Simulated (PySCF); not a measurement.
Gas-phase reaction: 2 BCl₃ + F₂ ⇌ 2 BClF + 4 Cl

Method: PySCF energies plus ideal-gas RRHO corrections (1 bar). Table values come from the NASA 1993 polynomials. After a fit of one offset per element over all species, the range-separated, M06-2X, PBE0/def2-QZVP and CCSD(T)/def2-TZVPP enthalpies, where run, lie to one side of the table for BClF (+50 kJ/mol): a fault of the table's entry, another state or a shared error of the levels is possible; this was not checked at source. † marks an energy on the PBE0/def2-TZVP geometry and frequencies; other levels use their own. MP2 freezes the core. 6-31G* has spherical d functions here. Open shells (unrestricted): BClF (multiplicity 2), Cl (multiplicity 2, electronic degeneracy 6); the rest are closed-shell singlets. Spin-orbit splitting is ignored; it lowers the true energy and changes the entropy of Cl. B3LYP is the form with VWN-RPA correlation. For this reaction the table lies outside the span of B3LYP, CCSD(T), M06-2X, MP2, PBE0, r2SCAN, ωB97M-V, ωB97X-V in their largest bases here; which side is off was not settled. MP2 isn't extrapolated to the basis-set limit; its ΔH°(298 K) is 735.6 kJ in def2-SVP and 793.4 kJ in def2-TZVPP. The harmonic model lacks anharmonicity and excited electronic states, which grow with temperature; levels with a mode under 35 cm⁻¹ are left out. The table's entry may be an old estimate for BClF (not checked at source).

ΔH° and ΔS° at 298 K: table 664 kJ, 407 J/K; B3LYP/6-31G* 710 kJ, 421 J/K; B3LYP/def2-TZVP† 706 kJ, 421 J/K; MP2/def2-SVP† 736 kJ, 421 J/K.

Q: With the heat capacities included, give log10 K at 500, 600, 800, 1200, 1600 K for each.

A: 
| T (K) | table | B3LYP/6-31G* | B3LYP/def2-TZVP† | MP2/def2-SVP† |
|---|---|---|---|---|
| 500 | -48.0 | -52.1 | -51.7 | -54.8 |
| 600 | -36.4 | -39.7 | -39.4 | -42.0 |
| 800 | -21.8 | -24.2 | -24.0 | -25.9 |
| 1200 | -7.3 | -8.8 | -8.6 | -9.9 |
| 1600 | 0.0 | -1.0 | -0.9 | -1.9 |
Ten kJ in ΔG° is worth 1.04 decades in K at 500 K and 0.33 at 1600 K. Holding ΔH° and ΔS° at their 298 K values would give -0.4 (table), -1.2 (B3LYP/6-31G*), -1.1 (B3LYP/def2-TZVP†) at 1600 K.
